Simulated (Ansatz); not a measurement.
## SiC, pressure series

Base system: SiC in the zinc blende structure (space group F-43m, No. 216; a = 4.329 Å).

Cell and atoms are relaxed at each pressure.

Computed with Kohn–Sham DFT with the LDA functional, run in Ansatz (an electronic-structure program) with PAW and 420 eV plane waves, no SOC.

```tsv
pressure (GPa)	volume per atom (Å³/atom)
-2	10.231
-1	?
0	10.141
0.9	10.102
4.5	9.951
15	9.565
22.5	9.328
30	9.115
```

Task: Fit the third-order Birch–Murnaghan form P(V) = (3B₀/2)[(V₀/V)^(7/3) − (V₀/V)^(5/3)]·[1 + (3/4)(B₀′ − 4)((V₀/V)^(2/3) − 1)] (squares taken in P) to the rows shown and predict the withheld row.

Result: Least squares on the printed values gives V₀ = 10.141 Å³/atom, B₀ = 230 GPa, B₀′ = 3.8; this predicts 10.186 Å³/atom, and the run gives 10.185 Å³/atom, in agreement.

Measured bulk modulus of SiC: 229.1 GPa (static lattice; corrected from measurement; as listed in Daniel Mejia-Rodriguez, S. B. Trickey, Phys. Rev. B (2018)); the computed value is 0 % above it.

Load acts through the strain it causes; cell and atoms are relaxed under it. No phonon test of stability was made. No other phases were tried under pressure.
